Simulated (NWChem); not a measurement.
System meant: Li cation

Input file for NWChem:

```
start job
memory heap 200 mb stack 900 mb global 1100 mb
charge 1
geometry units angstroms noautoz
  Li     0.000000     0.000000     0.000000
end
basis spherical
  * library def2-svp
end
dft
  odft
  mult 2
  xc b3lyp
  iterations 150
  mulliken
end
task dft energy
```

End of the output:

```
            Nuclear Dipole moment (a.u.)
            ----------------------------
        X                 Y               Z
 ---------------- ---------------- ----------------
     0.0000000000     0.0000000000     0.0000000000

            XYZ format geometry
            -------------------
     1
 geometry
 Li                    0.00000000     0.00000000     0.00000000

 Summary of "ao basis" -> "" (spherical)
 ------------------------------------------------------------------------------
       Tag                 Description            Shells   Functions and Types
 ---------------- ------------------------------  ------  ---------------------
 *                          def2-svp                  on all atoms

                                 NWChem DFT Module
                                 -----------------

 Summary of "ao basis" -> "ao basis" (spherical)
 ------------------------------------------------------------------------------
       Tag                 Description            Shells   Functions and Types
 ---------------- ------------------------------  ------  ---------------------
 Li                         def2-svp                 5        9   3s2p

 Summary of "ao basis" -> "ao basis" (spherical)
 ------------------------------------------------------------------------------
       Tag                 Description            Shells   Functions and Types
 ---------------- ------------------------------  ------  ---------------------
 Li                         def2-svp                 5        9   3s2p

  number of electrons :                    2
  multiplicity        :                    2
 ------------------------------------------------------------------------
  no. of electrons and multiplicity not compatible                   2
 ------------------------------------------------------------------------
 ------------------------------------------------------------------------
  current input line :
    17: task dft energy
 ------------------------------------------------------------------------
 ------------------------------------------------------------------------
 There is an error in the input file
 ------------------------------------------------------------------------
 For more information see the NWChem manual at https://nwchemgit.github.io

0: no. of electrons and multiplicity not compatible:Received an Error in Communication
```

Question: Find the fault in this run and fix the input.

Answer: The input was rejected before any calculation. Cause: the multiplicity doesn't fit the number of electrons (an even count wants an odd multiplicity, and the reverse). This input runs:
```
start job
memory heap 200 mb stack 900 mb global 1100 mb
charge 1
geometry units angstroms noautoz
  Li     0.000000     0.000000     0.000000
end
basis spherical
  * library def2-svp
end
dft
  xc b3lyp
  iterations 150
  mulliken
end
task dft energy
```
It converges to -7.28145 Ha (B3LYP/def2-SVP).
